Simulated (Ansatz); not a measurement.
We consider rutile SnO₂, described by RPBE (Ansatz, an electronic-structure program, PAW).

Run with plane-wave cutoff 520 eV, 8×8×10 k mesh (along the axes of the cell as run), Fermi–Dirac smearing 0.01 eV, scalar-relativistic PAW data made under PBE.

The cell is scaled about its equilibrium volume:

Shape and atoms are relaxed at each volume.

| V (Å³/atom) | P (GPa) | direct gap at Γ (eV) | c (Å) | a (Å) |
|---|---|---|---|---|
| 12.365 | 6.97 | 0.929 | 3.231 | 4.792 |
| 12.623 | 3.26 | 0.732 | 3.241 | 4.834 |
| 12.880 | 0.01 | 0.552 | 3.251 | 4.875 |
| 13.138 | -2.82 | 0.393 | 3.260 | 4.918 |
| 13.396 | -5.25 | 0.253 | 3.267 | 4.960 |

A straight line through the gaps at Γ against ln V gives a volume deformation potential dE_g(Γ)/d ln V of -8.4 eV: the gap at Γ widens under compression.

Measured, for comparison: band gap 3.81 eV (zero-point renormalisation of 215 meV (computed, non-adiabatic AHC, without the lattice-expansion part) added back here to the 1.8 K gap of; inputs from Miglio et al. (2020), arXiv:2011.12765).

Note: the bulk modulus comes from volumes at which shape and atoms were relaxed.

Spin–orbit coupling is not included.
